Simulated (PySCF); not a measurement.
Molecule (SMILES): ClB(Cl)Cl.
Geometry (B3LYP-D3(BJ)/def2-TZVP, fixed):
```
B
Cl 1 1.7452
Cl 1 1.7452 2 120.00
Cl 1 1.7452 2 120.00 3 -180.00
```

Basis-set convergence of the lowest singlet excitation energy at CAM-B3LYP with PySCF. Tamm-Dancoff approximation; the state is taken by its order, and sets in which it differs in degeneracy or brightness are left out, yet its character can still change. All functions are spherical. Density fitting with generated auxiliary sets. No added dispersion term, no relativity. Reference: the value in aug-pcseg-2, 5.846 eV, itself unsure by roughly 0.005 eV (its distance from aug-cc-pV(T+d)Z). Deviations are taken from unrounded values. Cost is core time over that of def2-SVP, rough, on shared machines of one kind; a dash marks a row that isn't timed (too short, read off another run, short of memory, by another algorithm or on other hardware).

```
basis              functions  lowest singlet excitation energy (eV)  minus reference (eV)  cost
-----------------  ---------  -------------------------------------  --------------------  ----
3-21G                     48                                  5.912                 0.066     -
6-31G                     48                                  5.909                 0.063     -
pcseg-0                   48                                  6.075                 0.228     -
def2-SVP                  68                                  6.084                 0.238    1×
6-31+G*                   84                                  5.926                 0.080     -
6-311G**                  96                                  5.919                 0.072    1×
aug-pcseg-1              104                                  5.885                 0.039    2×
6-311+G**                112                                  5.922                 0.076    2×
6-311++G(2d,2p)          132                                  5.828                -0.018    3×
pcseg-2                  132                                  5.914                 0.068    3×
cc-pV(T+d)Z              147                                  5.908                 0.062    3×
def2-TZVPD               175                                  5.835                -0.011    6×
6-311++G(3df,3pd)        180                                  5.845                -0.001    6×
jun-cc-pV(T+d)Z          183                                  5.837                -0.010    8×
aug-pcseg-2              196                                  5.846                 0.000    9×
pcseg-3                  252                                  5.830                -0.016   10×
def2-QZVPP               267                                  5.848                 0.002   20×
def2-QZVPPD              300                                  5.832                -0.014   30×
```

The smallest set listed that lies within 0.05 eV of the reference with all its larger relatives (same family, alike in diffuse functions; a set with none counts only in the reference's own line) is aug-pcseg-1 (104 functions, 2× in cost, 0.039 eV off). Inside, with no larger relative to test it: pcseg-3, def2-QZVPP. (Relatives not listed, tested too: def2-TZVPPD -0.012, aug-cc-pV(T+d)Z -0.005 eV.)
